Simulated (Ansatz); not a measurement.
**KBiSiS4 (P2₁/c, No. 14): band gap by level of theory**

No measured value is used here.

| level (code) | value (eV) |
|---|---|
| LDA (Ansatz) | 1.99 |
| PBEsol (Ansatz) | 2.05 |
| r²SCAN (Ansatz) | 2.45 |
| HSE06 (Ansatz) | 2.89 |
| PBE0 (Ansatz) | 3.56 |

Computed values are for a static lattice. Spin–orbit coupling is included only where a level's name says +SOC; with heavier elements it mostly lowers gaps and can invert bands.  Values are at a fixed cell, not relaxed at this level and not confirmed as the measured one. Cutoffs and k meshes differ between the levels. Ansatz's density-functional and Hartree–Fock values are scalar-relativistic unless marked +SOC, with PAW data made under PBE.

Ansatz is a first-principles code.
